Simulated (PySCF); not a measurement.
**methanesulfonic acid: proton affinities at several levels**

Structure: `CS(=O)(=O)O` (CH4O3S). Non-hydrogen atoms are numbered in `[CH3:1][S:2](=[O:3])(=[O:4])[OH:5]`.

All levels share the PBE0-D3(BJ)/def2-SVP structures and the GFN2-xTB thermal terms; only the single-point energies (PySCF) change. Values are proton affinities (298 K, kJ/mol).

Measured (NIST Chemistry WebBook): proton affinity (−ΔH) 761 kJ/mol.

| level | O3 | time |
| --- | --- | --- |
| LDA/def2-TZVP | 736 | 38 s |
| PBE0-D3(BJ)/def2-SV(P) | 756 | 6.2 s |
| BLYP-D3(BJ)/def2-TZVP | 760 | 46 s |
| PBE-D3(BJ)/def2-TZVP | 760 | 46 s |
| HSE06/def2-TZVP | 763 | 49 s |
| PBE0-D3(BJ)/def2-TZVP | 765 | – |
| PBE0-D3(BJ)/aug-pcseg-1 | 766 | 17 s |
| B97-2/def2-TZVP | 772 | 21 s |
| PBE0-D3(BJ)/aug-cc-pVDZ | 777 | 18 s |

Times are wall times for all single points of a level on 1 thread of Arm Neoverse N1, a shared host; the dash marks the run that also made the structures. BLYP, HSE06, LDA, PBE ran on a slower path of this set-up, which computes the density-fitting integrals anew in every SCF cycle while the other levels store them. So the times needn't show the usual order of cost, and those levels read slower than they are.

The spread: 41 kJ/mol, from 736 to 777.

Known limits: O5 is not listed: the run failed or kept an imaginary mode, or the ion rearranged or equalled another; a site not listed may be the best one.
